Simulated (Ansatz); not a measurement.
# H3SN: ionisation energy by level of theory

An exercise on one series of results from a longer session: the logs are not shown, and one member is left open.

The runs use Ansatz 0.2.0, Gaussian basis; unrestricted cation, the program's frozen cores in correlated methods.

Levels to be run: UKS PBE-D4/def2-TZVPP; UKS r2SCAN-D4/def2-TZVPP; UKS PBE0-D4/def2-TZVPP; UKS B3LYP-D4/def2-TZVPP; UKS wB97X-V/def2-TZVPP; UKS wB97M-V/def2-TZVPP; UKS B2PLYP/def2-TZVPP; UHF-CCSD(T)/def2-TZVPP; UHF-CCSD(T)/def2-QZVPP; extrapolation to the limit; then −ε(HOMO) from the neutral's earlier runs with LDA (SPW92), PBE-D4, revPBE-D4, BLYP-D4, r2SCAN-D4, B97M-V, PBE0-D4, B3LYP-D4, r2SCANh-D4, r2SCAN0-D4, HSE06-D4, BHLYP-D4, CAM-B3LYP-D4, LC-ωPBE, ωB97X-V, ωB97M-V.

## Structure used throughout

An earlier PBE0-D4 in a triple-zeta def2 set relaxation fixed the geometry.

SMILES `NS`, 5 atoms, charge 0, spin multiplicity 1.

Atoms are counted from 1 here; the program's logs count them from 0.

Bond lengths: N1–S2 1.702 Å, N1–H3 1.010 Å, N1–H4 1.010 Å, S2–H5 1.347 Å. Angles: S2–N1–H3 111.1°, S2–N1–H4 111.1°, H3–N1–H4 110.2°, N1–S2–H5 97.6°.

Set-up of the first run:

Contents of in.yaml:

```yaml
crystal:
  periodic: [false, false, false]
  atoms:
    - {symbol: N, position_ang: [-0.176622, -0.507405, -0.213354]}
    - {symbol: S, position_ang: [0.170655, 0.946216, 0.601676]}
    - {symbol: H, position_ang: [0.016856, -1.307090, 0.372232]}
    - {symbol: H, position_ang: [-1.136659, -0.527878, -0.526005]}
    - {symbol: H, position_ang: [1.125768, 1.396156, -0.234561]}
basis:
  gaussian: {orbitals: def2-TZVPP}
total_charge: 1
magnetization: {spin_polarized: true, initial_magnetization: 1}
hamiltonian: {xc: pbe, dispersion: d4}
```

Command:

```sh
> ansatz run in.yaml --threads 2 --pin off --events-out ev --progress --plain --max-ram 32768MiB --backend cpu
```

Among the steps run: Cation, UKS PBE-D4/def2-TZVPP; Cation, UKS r2SCAN-D4/def2-TZVPP; Cation, UKS PBE0-D4/def2-TZVPP; Cation, UKS B3LYP-D4/def2-TZVPP; Cation, UKS wB97X-V/def2-TZVPP; Cation, UKS wB97M-V/def2-TZVPP; Cation, UKS B2PLYP (frozen core)/def2-TZVPP; Cation, UHF-CCSD(T)/def2-TZVPP; Cation, UHF-CCSD(T)/def2-QZVPP.

One table of the session follows, with a row left open; its other results are not shown here.

It belongs to the step «Ionisation energies side by side». For comparison, −ε(HOMO) of the neutral from earlier runs:

```
  functional  −ε(HOMO) (eV)
 LDA (SPW92)           5.81
      PBE-D4           5.70
   revPBE-D4           5.66
     BLYP-D4           5.56
   r2SCAN-D4           5.97
      B97M-V           6.04
     PBE0-D4           6.99
    B3LYP-D4           6.75
  r2SCANh-D4           6.44
  r2SCAN0-D4           7.16
    HSE06-D4           6.59
    BHLYP-D4              ?
CAM-B3LYP-D4           8.38
     LC-ωPBE           9.84
     ωB97X-V           9.44
     ωB97M-V           9.25
```

Q: Estimate the row for BHLYP-D4 from the others.

Worked estimate for «−ε(HOMO) (eV)». Against the share of exact exchange, BLYP-D4 (0, 5.56), B3LYP-D4 (0.2, 6.75) give a slope of 5.95 per unit share; at 0.5 the line stands at 8.53.

The run gave: −ε(HOMO) (eV): 8.15. In «−ε(HOMO) (eV)» the line misses by +0.38.
